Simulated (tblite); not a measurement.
C5H7S (doublet state).
Numbering: `[H]/[C:1]=[C:2](/[CH3:3])[CH2:4][CH:5]=[S:6]` (hydrogens: H7 on C1; H8, H9, H10 on C3; H11, H12 on C4; H13 on C5)

A start from a force field or distance geometry was refined with GFN2-xTB geometry optimisation, gas phase in tblite. Values at the start:

```json
{"coordinate": "C1=C2", "start": "1.292 Å"}
{"coordinate": "C1–H7", "start": "1.074 Å"}
{"coordinate": "C2–C3", "start": "1.511 Å"}
{"coordinate": "C2–C4", "start": "1.515 Å"}
{"coordinate": "C3–H8", "start": "1.100 Å"}
{"coordinate": "C4–C5", "start": "1.515 Å"}
{"coordinate": "C4–H11", "start": "1.100 Å"}
{"coordinate": "C5=S6", "start": "1.666 Å"}
{"coordinate": "C5–H13", "start": "1.100 Å"}
{"coordinate": "C1–C2–C3", "start": "122.8°"}
{"coordinate": "C1–C2–C4", "start": "121.9°"}
{"coordinate": "C2–C4–C5", "start": "108.9°"}
{"coordinate": "C3–C2–C4", "start": "115.3°"}
{"coordinate": "C4–C5–S6", "start": "123.0°"}
{"coordinate": "C1–C2–C4–C5", "start": "-96°"}
{"coordinate": "C2–C4–C5–S6", "start": "-117°"}
```

**Question.** How do these coordinates change at the GFN2-xTB level?

**Answer.** 
| coordinate | GFN2-xTB (Å or °) | change |
| --- | --- | --- |
| C2–C4 | 1.582 | +0.067 |
| C4–C5 | 1.462 | -0.053 |
| C5=S6 | 1.630 | -0.036 |
| C2–C3 | 1.495 | -0.016 |
| C5–H13 | 1.085 | -0.015 |
| C1–H7 | 1.060 | -0.014 |
| C1=C2 | 1.279 | -0.013 |
| C4–H11 | 1.089 | -0.011 |
| C3–H8 | 1.089 | -0.011 |
| C1–C2–C3 | 127.3 | +4.5 |
| C3–C2–C4 | 112.4 | -2.9 |
| C1–C2–C4 | 120.3 | -1.6 |
| C2–C4–C5 | 107.8 | -1.1 |
| C4–C5–S6 | 123.8 | +0.8 |
| C2–C4–C5–S6 | -92 | +25 |
| C1–C2–C4–C5 | -102 | -6 |

The energy falls by 25.7 kJ/mol over 80 L-BFGS steps, the largest force on an atom goes from 1.69 to 0.009 eV/Å, and the atoms move by 0.278 Å rms after alignment. The bond that changes most is C2–C4 (ends: carbon bonded to 3 C; carbon bonded to 2 C and 2 H), which lengthens by 0.067 Å. Bonds longer at the end by more than 0.005 Å: 2 of 12; shorter: 9. Among the dihedrals that turn most is H12–C4–C5–S6, from 123° to 149°. Rotational constants go from 6403, 1490, 1318 to 5884, 1728, 1474 MHz.

Its GFN2-xTB frequencies are all real (lowest 66 cm⁻¹).

One conformer stands for the species.

All values are computed, not measured.
